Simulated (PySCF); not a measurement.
carbonyl sulfide (COS), SMILES O=C=S. Coordinates come from a B3LYP-D3(BJ)/def2-TZVP optimisation.

TDDFT-LC-ωPBE/def2-TZVPD run with PySCF puts the lowest singlet excitations at 5.40, 5.71, 5.71, 7.81, 7.81, 8.43 eV.

### Question
What are the lowest excitation roots from ADC(2)/aug-cc-pVDZ (PySCF 2.14.0)? (An estimate is asked for; the answer gives what the named calculation found.)

### Answer
6.02, 6.08, 6.08, 7.40, 7.40, 7.86 eV. S1 differs by 0.62 eV (second minus first; roots are paired by order, and the bases may differ).
